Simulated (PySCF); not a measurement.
First SCF of a structure search on singlet SiH₂, at a hand-made linear geometry. PySCF input:

```python
from pyscf import gto, scf, dft
mol = gto.M(atom='''
Si     0.000000     0.000000     0.000000
H      0.000000     0.000000     1.480000
H      0.000000     0.000000    -1.480000''',
    basis={'Si': 'def2-TZVP', 'H': 'def2-TZVP'},
    charge=0, spin=0)
mf = dft.RKS(mol, xc='PBE')
mf.grids.atom_grid = (50, 194)
aux = {'Si': 'def2-universal-JKFIT', 'H': 'def2-universal-JKFIT'}
mf = mf.density_fit(auxbasis=aux)
mf.conv_tol = 1e-08
mf.diis_space = 10
mf.max_cycle = 60
mf.init_guess = 'minao'
mf.verbose = 4
mf.kernel()
```

Excerpt of the output (cycles and frontier levels); where DIIS stalls, ADIIS, DIIS with a small level shift and a second-order solver take over in turn:

```
init E= -290.323377521454
cycle= 1 E= -290.349287573627  delta_E= -0.0259  |g|= 0.11  |ddm|= 1.42
  HOMO = -0.153519944261229  LUMO = -0.134765056206209  gap/eV = 0.51035
cycle= 2 E= -290.347648462794  delta_E= 0.00164  |g|= 0.111  |ddm|= 1.54
cycle= 3 E= -290.350318898393  delta_E= -0.00267  |g|= 0.0457  |ddm|= 1.53
  HOMO = -0.147622650534154  LUMO = -0.140371278764684  gap/eV = 0.19732
cycle= 4 E= -290.349637188484  delta_E= 0.000682  |g|= 0.0627  |ddm|= 1.53
cycle= 5 E= -290.350211770101  delta_E= -0.000575  |g|= 0.0477  |ddm|= 0.018
  HOMO = -0.150283445796484  LUMO = -0.140783408122864  gap/eV = 0.25851
cycle= 6 E= -290.349310333464  delta_E= 0.000901  |g|= 0.0691  |ddm|= 1.53
  HOMO = -0.15001320742409  LUMO = -0.143840085338903  gap/eV = 0.16798
cycle= 7 E= -290.349651473276  delta_E= -0.000341  |g|= 0.0616  |ddm|= 0.0447
  HOMO = -0.147994718478365  LUMO = -0.146173600423486  gap/eV = 0.04956
cycle= 8 E= -290.350082665006  delta_E= -0.000431  |g|= 0.0509  |ddm|= 0.203
... 95 lines left out ...
cycle= 56 E= -290.348265476044  delta_E= 0.000111  |g|= 0.0871  |ddm|= 0.00638
  HOMO = -0.156069107433172  LUMO = -0.138878577362298  gap/eV = 0.46778
cycle= 57 E= -290.347999083736  delta_E= 0.000266  |g|= 0.0911  |ddm|= 1.53
  HOMO = -0.155430293134913  LUMO = -0.139095991601629  gap/eV = 0.44448
cycle= 58 E= -290.348159672841  delta_E= -0.000161  |g|= 0.0888  |ddm|= 0.00544
  HOMO = -0.154590567298291  LUMO = -0.140164645256037  gap/eV = 0.39255
cycle= 59 E= -290.348462192947  delta_E= -0.000303  |g|= 0.0839  |ddm|= 0.00572
  HOMO = -0.150956930601508  LUMO = -0.143810810504815  gap/eV = 0.19446
cycle= 60 E= -290.349499272059  delta_E= -0.00104  |g|= 0.0647  |ddm|= 0.0253
SCF not converged.
init E= -290.323377521454
cycle= 1 E= -290.349287573627  delta_E= -0.0259  |g|= 0.11  |ddm|= 1.42
  HOMO = -0.153519944261229  LUMO = -0.134765056206209  gap/eV = 0.51035
cycle= 2 E= -290.347648462794  delta_E= 0.00164  |g|= 0.111  |ddm|= 1.54
cycle= 3 E= -290.350346047339  delta_E= -0.0027  |g|= 0.045  |ddm|= 0.0665
cycle= 4 E= -290.350205879215  delta_E= 0.00014  |g|= 0.0534  |ddm|= 1.53
  HOMO = -0.145398260205546  LUMO = -0.144285416079268  gap/eV = 0.03028
cycle= 5 E= -290.349626141762  delta_E= 0.00058  |g|= 0.0608  |ddm|=  1.1
cycle= 6 E= -290.349848652138  delta_E= -0.000223  |g|= 0.0559  |ddm|= 1.51
cycle= 7 E= -290.350170710293  delta_E= -0.000322  |g|= 0.0485  |ddm|=  1.5
cycle= 8 E= -290.349872675176  delta_E= 0.000298  |g|= 0.0555  |ddm|= 0.232
cycle= 9 E= -290.349856340032  delta_E= 1.63e-05  |g|= 0.0554  |ddm|= 1.06
cycle= 10 E= -290.350018352012  delta_E= -0.000162  |g|= 0.0521  |ddm|= 1.04
cycle= 11 E= -290.350025061517  delta_E= -6.71e-06  |g|= 0.0518  |ddm|= 0.692
cycle= 12 E= -290.349768347701  delta_E= 0.000257  |g|= 0.0574  |ddm|= 1.51
cycle= 13 E= -290.350168844928  delta_E= -0.0004  |g|= 0.0485  |ddm|= 0.452
cycle= 14 E= -290.350132465261  delta_E= 3.64e-05  |g|= 0.0493  |ddm|= 1.45
cycle= 15 E= -290.350222547711  delta_E= -9.01e-05  |g|= 0.0472  |ddm|=  1.5
cycle= 16 E= -290.349822147811  delta_E= 0.0004  |g|= 0.0561  |ddm|= 1.12
cycle= 17 E= -290.349818304291  delta_E= 3.84e-06  |g|= 0.0562  |ddm|= 1.53
cycle= 18 E= -290.349984861939  delta_E= -0.000167  |g|= 0.0527  |ddm|= 1.53
cycle= 19 E= -290.350255706316  delta_E= -0.000271  |g|= 0.0463  |ddm|= 1.22
cycle= 20 E= -290.35020154283  delta_E= 5.42e-05  |g|= 0.0477  |ddm|= 1.37
SCF not converged.
init E= -290.35020154283
  HOMO = -0.135436371663566  LUMO = -0.0541360080852904  gap/eV = 2.21230
cycle= 1 E= -290.351022111311  delta_E= -0.000821  |g|= 0.00525  |ddm|= 0.0453
  HOMO = -0.139229722325858  LUMO = -0.0565965722281341  gap/eV = 2.24856
cycle= 2 E= -290.351029304026  delta_E= -7.19e-06  |g|= 0.00369  |ddm|= 0.0111
  HOMO = -0.13857743089603  LUMO = -0.055956485943998  gap/eV = 2.24823
cycle= 3 E= -290.351031903491  delta_E= -2.6e-06  |g|= 0.000446  |ddm|= 0.00305
  HOMO = -0.138521026971915  LUMO = -0.0558936527575238  gap/eV = 2.24841
cycle= 4 E= -290.351031993446  delta_E= -9e-08  |g|= 0.000141  |ddm|= 0.00107
  HOMO = -0.138579791502053  LUMO = -0.0559476569749062  gap/eV = 2.24853
cycle= 5 E= -290.351032000624  delta_E= -7.18e-09  |g|= 3.12e-05  |ddm|= 0.000179
  HOMO = -0.155959020471775  LUMO = -0.13859163030852  gap/eV = 0.47259
Extra cycle  E= -290.347991935517  delta_E= 0.00304  |g|= 0.0913  |ddm|= 1.53
SCF not converged.
  HOMO = -0.14956407367583  LUMO = -0.129731854536865  gap/eV = 0.53966
macro= 0  E= -290.351032000517  delta_E= -0.00304006  |g|= 0.00408802  2 KF 8 JK
macro= 1  E= -290.351032000522  delta_E= -5.40012e-12  |g|= 1.9814e-05  1 KF 2 JK
macro X = 2  E=-290.351032000522  |g|= 1.9814e-05  total 4 KF 13 JK
converged SCF energy = -290.351032000522
```

No lower solution of this spin was found from smeared starts or by a stability analysis within the restricted form, which does not test spin polarisation.

The search for the lowest solution, 3 starts and the stability check together, took 8.2 s on 2 threads of a shared Arm Neoverse V1 host, with 49 basis functions; the process peaked at 0.26 GiB.
